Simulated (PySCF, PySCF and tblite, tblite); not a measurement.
# C4H8FN: a scan of pseudorotation, part 3 of 3

PySCF and tblite. Atoms count from 0.

### 15 Couplings, coordinate held at 71.8: B3LYP/pcJ-1+6-31G*

The job: settings as JSON, then the geometry in Å.

```
{"job": {"kind": "j", "xc": "B3LYP", "basis": {"default": "6-31G*", "H": "pcJ-1", "F": "pcJ-1"}, "nuclei": ["H", "F"], "every": 4, "pop": false}, "charge": 0, "multiplicity": 1}
F      1.147089    -0.353443     1.679225
C      0.992076    -0.510431     0.312741
C     -0.368116    -1.124561    -0.000103
C     -1.306228     0.092087    -0.169331
N     -0.473424     1.296696    -0.228566
C      0.908647     0.862831    -0.361093
H      1.841156    -1.115452    -0.017388
H     -0.691281    -1.781418     0.805425
H     -0.300481    -1.701633    -0.920220
H     -1.864151     0.011234    -1.107538
H     -2.027707     0.160617     0.645417
H     -0.576005     1.823528     0.632023
H      1.597684     1.582995     0.077438
H      1.142836     0.745426    -1.424245
```

The program printed:

```text
coarse grid: 11456 points
cycle   1  E = -311.7978148853  dE =  6.701e-01  |g| = 5.767e-01  |ddm| = 3.080e+00
cycle   2  E = -311.7526673627  dE =  4.515e-02  |g| = 8.070e-01  |ddm| = 1.021e+00
cycle   3  E = -311.8609118487  dE = -1.082e-01  |g| = 7.074e-02  |ddm| = 5.766e-01
cycle   4  E = -311.8616996821  dE = -7.878e-04  |g| = 3.357e-02  |ddm| = 7.550e-02
cycle   5  E = -311.8619465358  dE = -2.469e-04  |g| = 6.052e-03  |ddm| = 3.146e-02
cycle   6  E = -311.8619539080  dE = -7.372e-06  |g| = 1.603e-03  |ddm| = 6.695e-03
final grid: 110408 points
cycle   7  E = -311.8329891301  dE = -6.611e-05  |g| = 8.714e-03  |ddm| = 2.452e-02
cycle   8  E = -311.8329736269  dE =  1.550e-05  |g| = 1.263e-02  |ddm| = 1.692e-02
cycle   9  E = -311.8330053342  dE = -3.171e-05  |g| = 8.625e-04  |ddm| = 9.745e-03
cycle  10  E = -311.8330054497  dE = -1.154e-07  |g| = 3.214e-04  |ddm| = 7.977e-04
cycle  11  E = -311.8330054677  dE = -1.805e-08  |g| = 4.921e-05  |ddm| = 2.542e-04
cycle  12  E = -311.8330054681  dE = -4.063e-10  |g| = 2.258e-05  |ddm| = 5.640e-05
converged SCF energy = -311.8330054681

Indirect spin-spin couplings (Hz)
  i      j    bonds     total        FC       PSO       DSO        SD
  0 F    6 H    2     61.348    57.784     8.060    -0.877    -3.619
  0 F    7 H    3     25.917    24.995     1.098     0.412    -0.588
  0 F    8 H    3     36.818    38.344     0.549    -1.849    -0.226
  0 F    9 H    4      0.376     0.572     1.578    -1.625    -0.149
  0 F   11 H    4     -0.171    -0.185    -0.211     0.421    -0.196
  0 F   12 H    3     16.897    15.630     1.432     0.244    -0.409
  0 F   13 H    3     35.071    36.836     0.357    -1.921    -0.201
  6 H    7 H    3     -0.134     0.276     0.794    -1.204         -
  6 H    8 H    3      5.309     5.177    -0.245     0.377         -
  6 H    9 H    4     -0.904    -0.416     1.063    -1.550         -
  6 H   10 H    4     -1.095    -0.460     1.407    -2.042         -
  6 H   11 H    4     -1.145    -0.401     1.479    -2.222         -
  6 H   12 H    3      0.032     0.332     0.646    -0.945         -
  6 H   13 H    3      2.873     2.754    -0.139     0.257         -
  7 H    8 H    2    -15.092   -14.739     1.807    -2.161         -
  7 H    9 H    3      2.758     3.328     1.154    -1.724         -
  7 H   10 H    3     10.687    10.476    -0.337     0.549         -
  7 H   11 H    4     -0.644    -0.205     0.788    -1.227         -
  7 H   12 H    4      2.098     2.696     1.392    -1.991         -
  7 H   13 H    4      0.240     0.852     1.341    -1.952         -
  8 H    9 H    3     12.478    12.247    -0.354     0.585         -
  8 H   10 H    3      6.996     7.754     1.450    -2.208         -
  8 H   11 H    4     -1.215    -0.479     1.652    -2.387         -
  8 H   12 H    4     -0.552     0.074     1.302    -1.928         -
  8 H   13 H    4      0.925     0.785    -0.391     0.531         -
  9 H   10 H    2    -12.320   -11.934     1.747    -2.134         -
  9 H   11 H    3      7.917     8.857     1.956    -2.896         -
  9 H   12 H    4     -1.412    -0.747     1.415    -2.080         -
 10 H   11 H    3     12.611    12.311    -0.397     0.696         -
 10 H   12 H    4     -0.308     0.239     1.194    -1.741         -
 10 H   13 H    4     -1.300    -0.605     1.460    -2.155         -
 11 H   12 H    3      8.619     8.410    -0.216     0.425         -
 11 H   13 H    3     13.379    14.440     2.237    -3.299         -
 12 H   13 H    2    -14.167   -13.766     1.664    -2.065         -
```

Wall time 18 s (1 thread of Arm Neoverse V1, shared host); peak memory 0.78 GiB.

This run: HOMO -6.08 eV, LUMO 1.12 eV; dipole 0.94 D.

### 16 Couplings, coordinate held at 144.1: B3LYP/pcJ-1+6-31G*

The job: settings as JSON, then the geometry in Å.

```
{"job": {"kind": "j", "xc": "B3LYP", "basis": {"default": "6-31G*", "H": "pcJ-1", "F": "pcJ-1"}, "nuclei": ["H", "F"], "every": 4, "pop": false}, "charge": 0, "multiplicity": 1}
F      1.119757    -0.532028     1.675328
C      0.974915    -0.564803     0.299609
C     -0.384932    -1.149826    -0.065809
C     -1.290655     0.077222    -0.018185
N     -0.461878     1.124716    -0.596803
C      0.934033     0.863181    -0.254378
H      1.821104    -1.151035    -0.069781
H     -0.687964    -1.927563     0.631468
H     -0.341706    -1.554021    -1.075392
H     -2.195910    -0.041167    -0.616575
H     -1.581968     0.281907     1.023607
H     -0.761908     2.049157    -0.315431
H      1.336425     1.552193     0.497393
H      1.542489     0.947176    -1.160101
```

The program printed:

```text
coarse grid: 11456 points
cycle   1  E = -311.7968201738  dE =  6.891e-01  |g| = 5.801e-01  |ddm| = 3.090e+00
cycle   2  E = -311.7513573834  dE =  4.546e-02  |g| = 8.100e-01  |ddm| = 1.006e+00
cycle   3  E = -311.8609017855  dE = -1.095e-01  |g| = 6.551e-02  |ddm| = 5.627e-01
cycle   4  E = -311.8615214564  dE = -6.197e-04  |g| = 3.393e-02  |ddm| = 7.051e-02
cycle   5  E = -311.8617671250  dE = -2.457e-04  |g| = 6.089e-03  |ddm| = 3.111e-02
cycle   6  E = -311.8617740229  dE = -6.898e-06  |g| = 2.111e-03  |ddm| = 6.622e-03
final grid: 110408 points
cycle   7  E = -311.8322840955  dE = -6.403e-05  |g| = 9.393e-03  |ddm| = 2.371e-02
cycle   8  E = -311.8322645945  dE =  1.950e-05  |g| = 1.402e-02  |ddm| = 1.758e-02
cycle   9  E = -311.8323020952  dE = -3.750e-05  |g| = 8.622e-04  |ddm| = 1.030e-02
cycle  10  E = -311.8323022181  dE = -1.229e-07  |g| = 3.224e-04  |ddm| = 8.346e-04
cycle  11  E = -311.8323022372  dE = -1.907e-08  |g| = 5.090e-05  |ddm| = 2.637e-04
cycle  12  E = -311.8323022377  dE = -4.480e-10  |g| = 2.164e-05  |ddm| = 5.541e-05
converged SCF energy = -311.8323022377

Indirect spin-spin couplings (Hz)
  i      j    bonds     total        FC       PSO       DSO        SD
  0 F    6 H    2     62.255    59.085     7.808    -0.861    -3.778
  0 F    7 H    3     19.743    18.590     1.322     0.322    -0.491
  0 F    8 H    3     36.396    38.241     0.277    -1.906    -0.216
  0 F    9 H    4      0.644     1.042     1.294    -1.519    -0.173
  0 F   10 H    4      1.087     1.096    -0.445     0.608    -0.171
  0 F   11 H    4     -0.731    -0.478     1.014    -1.059    -0.209
  0 F   12 H    3     39.658    39.122     0.633     0.670    -0.766
  0 F   13 H    3     37.563    38.535     0.960    -1.668    -0.263
  6 H    7 H    3      0.145     0.499     0.714    -1.067         -
  6 H    8 H    3      5.201     5.088    -0.187     0.300         -
  6 H    9 H    4     -0.399     0.176     1.294    -1.869         -
  6 H   10 H    4     -1.223    -0.583     1.393    -2.033         -
  6 H   11 H    4     -0.911    -0.180     1.644    -2.375         -
  6 H   12 H    3     -0.033     0.457     0.983    -1.472         -
  6 H   13 H    3      5.887     5.699    -0.346     0.534         -
  7 H    8 H    2    -13.858   -13.462     1.829    -2.226         -
  7 H    9 H    3      0.117     0.467     0.733    -1.083         -
  7 H   10 H    3      5.980     5.870    -0.162     0.272         -
  7 H   11 H    4      1.192     1.853     1.560    -2.221         -
  7 H   12 H    4      0.923     1.473     1.294    -1.844         -
  7 H   13 H    4     -1.064    -0.442     1.368    -1.990         -
  8 H    9 H    3      8.296     8.247    -0.010     0.059         -
  8 H   10 H    3     12.307    13.205     1.753    -2.650         -
  8 H   11 H    4     -1.234    -0.502     1.633    -2.366         -
  8 H   12 H    4     -0.494     0.152     1.399    -2.045         -
  8 H   13 H    4      0.454     0.500    -0.018    -0.027         -
  9 H   10 H    2     -7.917    -7.528     1.708    -2.098         -
  9 H   11 H    3     -0.463    -0.056     1.024    -1.431         -
  9 H   12 H    4     -1.201    -0.547     1.423    -2.077         -
  9 H   13 H    4     -1.483    -0.957     1.135    -1.661         -
 10 H   11 H    3      6.870     6.864     0.115    -0.109         -
 10 H   12 H    4     -0.187    -0.040     0.148    -0.295         -
 10 H   13 H    4     -0.462     0.221     1.473    -2.156         -
 11 H   12 H    3      9.691     9.503    -0.109     0.296         -
 11 H   13 H    3      0.727     1.378     1.458    -2.110         -
 12 H   13 H    2    -12.657   -12.297     1.626    -1.986         -
```

Run time: 18 s. Hardware: 1 thread of Arm Neoverse V1, shared host; peak memory 0.78 GiB.

In short: HOMO -5.87 eV, LUMO 1.21 eV; dipole 0.86 D.

### 17 Couplings, coordinate held at 215.9: B3LYP/pcJ-1+6-31G*

The job: settings as JSON, then the geometry in Å.

```
{"job": {"kind": "j", "xc": "B3LYP", "basis": {"default": "6-31G*", "H": "pcJ-1", "F": "pcJ-1"}, "nuclei": ["H", "F"], "every": 4, "pop": false}, "charge": 0, "multiplicity": 1}
F      1.771722    -0.994139     1.166361
C      1.025439    -0.615345     0.072278
C     -0.422965    -1.112329     0.184502
C     -1.284296     0.109012    -0.175177
N     -0.341445     1.063183    -0.742424
C      0.896074     0.906636    -0.007677
H      1.537749    -1.026050    -0.802585
H     -0.610799    -1.449141     1.203011
H     -0.602897    -1.944822    -0.491992
H     -2.048279    -0.125520    -0.918802
H     -1.785775     0.494679     0.726484
H     -0.693024     2.013347    -0.720230
H      0.862932     1.308158     1.019283
H      1.719951     1.376258    -0.545748
```

The program printed:

```text
coarse grid: 11456 points
cycle   1  E = -311.7979961490  dE =  6.878e-01  |g| = 5.666e-01  |ddm| = 3.100e+00
cycle   2  E = -311.7621846209  dE =  3.581e-02  |g| = 7.653e-01  |ddm| = 9.574e-01
cycle   3  E = -311.8590243058  dE = -9.684e-02  |g| = 6.107e-02  |ddm| = 5.189e-01
cycle   4  E = -311.8595431467  dE = -5.188e-04  |g| = 3.241e-02  |ddm| = 6.671e-02
cycle   5  E = -311.8597682820  dE = -2.251e-04  |g| = 5.843e-03  |ddm| = 2.991e-02
cycle   6  E = -311.8597745806  dE = -6.299e-06  |g| = 2.200e-03  |ddm| = 6.722e-03
final grid: 110408 points
cycle   7  E = -311.8309890850  dE = -6.112e-05  |g| = 9.282e-03  |ddm| = 2.251e-02
cycle   8  E = -311.8309683661  dE =  2.072e-05  |g| = 1.414e-02  |ddm| = 1.788e-02
cycle   9  E = -311.8310067285  dE = -3.836e-05  |g| = 8.442e-04  |ddm| = 1.060e-02
cycle  10  E = -311.8310068474  dE = -1.189e-07  |g| = 3.046e-04  |ddm| = 8.035e-04
cycle  11  E = -311.8310068644  dE = -1.701e-08  |g| = 4.443e-05  |ddm| = 2.455e-04
cycle  12  E = -311.8310068648  dE = -3.665e-10  |g| = 1.723e-05  |ddm| = 4.827e-05
converged SCF energy = -311.8310068648

Indirect spin-spin couplings (Hz)
  i      j    bonds     total        FC       PSO       DSO        SD
  0 F    6 H    2     64.764    60.731     8.638    -0.914    -3.691
  0 F    7 H    3     33.110    32.907     0.377     0.578    -0.752
  0 F    8 H    3      7.383     7.349     1.423    -1.169    -0.220
  0 F    9 H    4      1.325     1.759     1.019    -1.546     0.093
  0 F   10 H    4     -0.618    -0.611     1.035    -0.756    -0.285
  0 F   11 H    4      1.522     2.194     0.970    -1.710     0.068
  0 F   12 H    3     19.479    19.064     0.566     0.460    -0.611
  0 F   13 H    3     -0.308    -0.731     1.387    -0.800    -0.164
  6 H    7 H    3      4.627     5.388     1.508    -2.269         -
  6 H    8 H    3     10.983    10.762    -0.451     0.673         -
  6 H    9 H    4     -0.481    -0.143     0.678    -1.016         -
  6 H   10 H    4     -0.966    -0.317     1.399    -2.048         -
  6 H   11 H    4     -1.430    -0.744     1.502    -2.188         -
  6 H   12 H    3      7.251     8.122     1.693    -2.564         -
  6 H   13 H    3      7.229     7.095    -0.223     0.357         -
  7 H    8 H    2    -14.534   -14.192     1.750    -2.091         -
  7 H    9 H    3      2.353     2.948     1.170    -1.765         -
  7 H   10 H    3     12.130    11.877    -0.448     0.701         -
  7 H   11 H    4      1.106     1.727     1.405    -2.026         -
  7 H   13 H    4     -1.146    -0.503     1.404    -2.047         -
  8 H    9 H    3     11.046    10.874    -0.252     0.424         -
  8 H   10 H    3      6.904     7.639     1.463    -2.197         -
  8 H   11 H    4     -1.381    -0.671     1.602    -2.313         -
  8 H   12 H    4     -1.009    -0.376     1.407    -2.041         -
  8 H   13 H    4     -0.162     0.371     1.164    -1.697         -
  9 H   10 H    2     -8.603    -8.213     1.758    -2.148         -
  9 H   11 H    3     -0.499    -0.116     0.992    -1.375         -
  9 H   12 H    4     -1.290    -0.632     1.350    -2.008         -
  9 H   13 H    4     -0.706    -0.105     1.370    -1.971         -
 10 H   11 H    3      5.692     5.673     0.230    -0.211         -
 10 H   12 H    4      0.322     0.145    -0.553     0.729         -
 10 H   13 H    4     -1.438    -0.793     1.324    -1.968         -
 11 H   12 H    3      4.828     4.953     0.361    -0.486         -
 11 H   13 H    3     -0.016     0.275     0.814    -1.104         -
 12 H   13 H    2     -8.444    -8.077     1.592    -1.959         -
```

It took 19 s on 1 thread of Arm Neoverse V1, shared host; peak memory 0.78 GiB.

Key values: HOMO -6.12 eV, LUMO 1.07 eV; dipole 1.74 D.

### 18 Couplings, coordinate held at 288.1: B3LYP/pcJ-1+6-31G*

The job: settings as JSON, then the geometry in Å.

```
{"job": {"kind": "j", "xc": "B3LYP", "basis": {"default": "6-31G*", "H": "pcJ-1", "F": "pcJ-1"}, "nuclei": ["H", "F"], "every": 4, "pop": false}, "charge": 0, "multiplicity": 1}
F      1.882004    -1.097003     0.912065
C      0.973067    -0.634461    -0.011638
C     -0.457558    -1.020200     0.352154
C     -1.261769     0.050160    -0.387585
N     -0.422935     1.249743    -0.436551
C      0.935081     0.897739    -0.031379
H      1.275637    -1.050417    -0.978273
H     -0.579362    -0.930456     1.433140
H     -0.716398    -2.032004     0.050042
H     -1.444622    -0.273306    -1.419671
H     -2.225953     0.248920     0.081261
H     -0.792902     1.987990     0.148513
H      1.193562     1.265092     0.969545
H      1.651856     1.313939    -0.744548
```

The program printed:

```text
coarse grid: 11456 points
cycle   1  E = -311.7964612829  dE =  6.838e-01  |g| = 5.673e-01  |ddm| = 3.095e+00
cycle   2  E = -311.7621498009  dE =  3.431e-02  |g| = 7.622e-01  |ddm| = 9.956e-01
cycle   3  E = -311.8576124144  dE = -9.546e-02  |g| = 6.638e-02  |ddm| = 5.335e-01
cycle   4  E = -311.8582601787  dE = -6.478e-04  |g| = 3.293e-02  |ddm| = 7.072e-02
cycle   5  E = -311.8584935572  dE = -2.334e-04  |g| = 5.905e-03  |ddm| = 3.114e-02
cycle   6  E = -311.8585001642  dE = -6.607e-06  |g| = 2.086e-03  |ddm| = 6.738e-03
final grid: 110408 points
cycle   7  E = -311.8289309033  dE = -6.808e-05  |g| = 8.597e-03  |ddm| = 2.561e-02
cycle   8  E = -311.8289142305  dE =  1.667e-05  |g| = 1.283e-02  |ddm| = 1.674e-02
cycle   9  E = -311.8289464057  dE = -3.218e-05  |g| = 9.016e-04  |ddm| = 9.901e-03
cycle  10  E = -311.8289465352  dE = -1.295e-07  |g| = 2.952e-04  |ddm| = 8.202e-04
cycle  11  E = -311.8289465505  dE = -1.526e-08  |g| = 4.622e-05  |ddm| = 2.315e-04
cycle  12  E = -311.8289465509  dE = -3.946e-10  |g| = 1.900e-05  |ddm| = 5.431e-05
converged SCF energy = -311.8289465509

Indirect spin-spin couplings (Hz)
  i      j    bonds     total        FC       PSO       DSO        SD
  0 F    6 H    2     63.533    58.878     9.117    -0.915    -3.548
  0 F    7 H    3     20.988    20.173     1.104     0.308    -0.597
  0 F    8 H    3     -1.426    -2.095     1.498    -0.730    -0.100
  0 F    9 H    4     -1.738    -1.121     0.706    -1.370     0.047
  0 F   10 H    4      1.309     1.817     0.917    -1.383    -0.042
  0 F   11 H    4     -1.009    -0.453     0.911    -1.400    -0.067
  0 F   12 H    3     23.086    22.841     0.463     0.489    -0.706
  0 F   13 H    3      1.251     0.934     1.334    -0.836    -0.181
  6 H    7 H    3      9.332    10.260     1.733    -2.661         -
  6 H    8 H    3      7.100     7.024    -0.138     0.214         -
  6 H   10 H    4     -1.260    -0.652     1.269    -1.877         -
  6 H   11 H    4     -1.450    -0.721     1.661    -2.390         -
  6 H   12 H    3      7.655     8.518     1.656    -2.519         -
  6 H   13 H    3      8.383     8.225    -0.297     0.455         -
  7 H    8 H    2    -12.271   -11.932     1.747    -2.087         -
  7 H    9 H    3     13.076    13.953     1.718    -2.595         -
  7 H   10 H    3      9.795     9.734    -0.089     0.151         -
  7 H   11 H    4     -0.422    -0.210     0.214    -0.426         -
  7 H   12 H    4      0.475     0.301    -0.484     0.657         -
  7 H   13 H    4     -0.880    -0.258     1.357    -1.980         -
  8 H    9 H    3      6.265     6.146    -0.079     0.198         -
  8 H   10 H    3      0.111     0.497     0.804    -1.190         -
  8 H   11 H    4     -1.209    -0.500     1.533    -2.241         -
  8 H   12 H    4     -1.213    -0.607     1.332    -1.938         -
  8 H   13 H    4     -0.446     0.119     1.302    -1.867         -
  9 H   10 H    2    -12.135   -11.739     1.758    -2.155         -
  9 H   11 H    3      7.177     8.103     2.001    -2.927         -
  9 H   12 H    4     -0.551     0.137     1.475    -2.162         -
  9 H   13 H    4     -0.762    -0.409     0.651    -1.004         -
 10 H   11 H    3     10.946    10.686    -0.107     0.367         -
 10 H   12 H    4     -0.797    -0.385     0.789    -1.200         -
 10 H   13 H    4     -1.047    -0.380     1.478    -2.144         -
 11 H   12 H    3     13.214    13.006    -0.246     0.454         -
 11 H   13 H    3      1.467     2.119     1.470    -2.122         -
 12 H   13 H    2    -10.011    -9.666     1.594    -1.939         -
```

Wall time 19 s (1 thread of Arm Neoverse V1, shared host); peak memory 0.78 GiB.

Key values: HOMO -5.94 eV, LUMO 0.95 eV; dipole 1.54 D.

### 19 The scan in numbers

The job: settings as JSON, then the geometry in Å.

```
{"job": {"smiles": "FC1CCNC1", "charge": 0, "mult": 1, "motion": "pseudorotation", "what": "5-membered ring", "atoms": [1, 2, 3, 4, 5], "ring": [1, 2, 3, 4, 5], "study": "scan", "drives": [{"terms": [["phase", [1, 2, 3, 4, 5], 1]], "values": [0, 18, 36, 54, 72, 90, 108, 126, 144, 162, 180, 198, 216, 234, 252, 270, 288, 306, 324, 342], "periodic": true}], "seed": 488, "jobs": [{"kind": "nmr", "xc": "BP86", "basis": "pcSseg-1", "every": 2}, {"kind": "j", "xc": "B3LYP", "basis": {"default": "6-31G*", "H": "pcJ-1", "F": "pcJ-1"}, "nuclei": ["H", "F"], "every": 4}], "xc": "BP86", "basis": "pcSseg-1", "kind": "scan"}, "charge": 0, "multiplicity": 1}
F      1.530825    -0.542730     1.469261
C      1.011760    -0.528820     0.185810
C     -0.417237    -1.085633     0.187507
C     -1.273034     0.090070    -0.333488
N     -0.524202     1.303517    -0.050650
C      0.856693     0.928334    -0.297564
H      1.714474    -1.108040    -0.419469
H     -0.691894    -1.343442     1.210688
H     -0.514291    -1.972786    -0.433401
H     -1.384419     0.016149    -1.419534
H     -2.263295     0.128734     0.116775
H     -0.633838     1.547041     0.930362
H      1.552222     1.596581     0.207221
H      1.035557     0.970551    -1.375683
```

The program printed:

```text
coordinate    xTB      DFT (kcal/mol)
     0.10    0.174    1.074
    18.00    0.000        -
    35.80    0.281    0.000
    53.80    0.938        -
    71.80    1.716    0.813
    89.90    2.271        -
   108.00    2.433    1.456
   126.10    2.230        -
   144.10    1.829    1.078
   162.10    1.490        -
   180.00    1.427    1.196
   197.90    1.686        -
   215.90    2.096    2.111
   233.90    2.461        -
   252.00    2.719    3.208
   270.00    2.816        -
   288.10    2.711    3.622
   306.20    2.299        -
   324.30    1.587    2.728
   342.20    0.770        -
```

Run time: 4.6 min. Hardware: 1 thread of Arm Neoverse V1, shared host; peak memory 0.78 GiB. This counts the whole study up to here.

Shieldings (ppm) of atoms that vary much, hydrogens weighed ten times:

```csv
coordinate (°),DFT energy (kcal/mol),F0,N4,H13,H11,H9
0.1,1.07,353.3,201.1,28.68,30.49,29.16
35.8,0.00,349.8,206.1,29.18,30.33,28.86
71.8,0.81,358.7,218.5,28.87,30.32,28.34
108.0,1.46,358.7,224.6,28.31,30.84,28.16
144.1,1.08,349.7,217.6,27.91,31.18,28.32
180.0,1.20,354.0,207.2,27.78,31.24,28.45
215.9,2.11,374.1,211.8,28.03,31.44,28.33
252.0,3.21,383.8,222.6,28.05,31.41,28.16
288.1,3.62,383.2,222.9,27.97,30.83,28.29
324.3,2.73,372.2,208.8,28.06,30.33,28.80
```

Couplings (Hz) that vary most:

```csv
coordinate (°),F0–H8,F0–H13,F0–H12,F0–H7,H9–H11,H11–H13
0.1,7.5,29.1,25.6,38.5,14.5,13.9
71.8,36.8,35.1,16.9,25.9,7.9,13.4
144.1,36.4,37.6,39.7,19.7,-0.5,0.7
215.9,7.4,-0.3,19.5,33.1,-0.5,0.0
288.1,-1.4,1.3,23.1,21.0,7.2,1.5
```

### 20 What came out

What follows sums up all 3 parts.

| quantity | value |
| --- | --- |
| energy range along the scan | DFT 3.62, xTB 2.82 kcal/mol |
| range of σ(F0) | 349.7 to 383.8 ppm |

What this shows: The coupling F0–H8 swings from -1.4 to 36.8 Hz along the coordinate. The DFT energy changes by 3.62 kcal/mol over the points computed, against kT of 0.59 kcal/mol at 298 K.
